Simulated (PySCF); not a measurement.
# A barrier at the coupled-cluster level

Start structure (CH7AlO, closed shell), relaxed at PBE0-D4/def2-TZVP:

Al1  (-0.957, -0.168, -1.266)
H2  (-0.574, 0.751, -2.519)
H3  (-0.414, -1.678, -1.272)
H4  (-2.308, 0.103, -0.459)
H5  (1.173, 0.887, -0.440)
O6  (0.350, 0.643, -0.004)
C7  (0.604, -0.002, 1.251)
H8  (-0.370, -0.185, 1.701)
H9  (1.185, 0.662, 1.892)
H10  (1.121, -0.950, 1.098)
(Å)

The step: CH₄O ([CH3][OH]) + AlH₃ → CH₅AlO ([CH3][O][AlH2]) + H₂; bonds formed: H2–H5; dative contacts that become bonds: Al1–O6; bonds broken: Al1–H2, H5–O6. Program: PySCF 2.14 with density fitting (its default auxiliary sets; JK sets also for MP2 and CCSD(T)). Basis: def2-TZVPP and def2-QZVPP. Cores are frozen in the correlated methods. Extrapolation: Hartree–Fock as exp(−7.88 √X), correlation as X^−2.97. Energies below are by CCSD(T) at an estimated basis limit (MP2 extrapolated from triple and quadruple zeta, plus CCSD(T) − MP2 in triple zeta).

(1) What are the electronic barrier and the energy of the step, from the start structure to the end structure? (Judge from chemistry; the value comes from the calculation.)

The T1 diagnostic stays at or below 0.013.

## Answers

(1) By the calculation: Barrier 17.95 kcal/mol; step energy -6.31 kcal/mol (downhill); reverse barrier, their difference, 24.26 kcal/mol. Barrier and step energy count from the start structure, the reverse barrier from the end structure.

The saddle point: One imaginary mode of 1226i cm⁻¹.
```tsv
pair	start (Å)	saddle (Å)	end (Å)
Al1–O6	1.99	1.85	1.69
H2–H5	2.72	1.04	0.75
Al1–H2	1.60	1.78	2.40
H5–O6	0.96	1.24	3.06
```

Zero-point energy (harmonic, PBE0-D4): ZPE is 46.53 kcal/mol at the start and 43.82 kcal/mol at the saddle, so the barrier goes from 17.95 to 15.24 kcal/mol.

The step is the kind of ligand exchange by which a precursor binds to a hydroxyl group, or is hydrolysed, in atomic layer deposition of oxides.

Labels in which every atom is bracketed show which atoms are joined, not bond orders.

For scale, one of the runs: CCSD(T)/def2-TZVPP, 202 basis functions, launched by `OMP_NUM_THREADS=4 python run.py`. The run took 5.7 min on 4 CPU threads of an Arm Neoverse V1 (shared host), with 2.3 GiB of host memory at its peak.
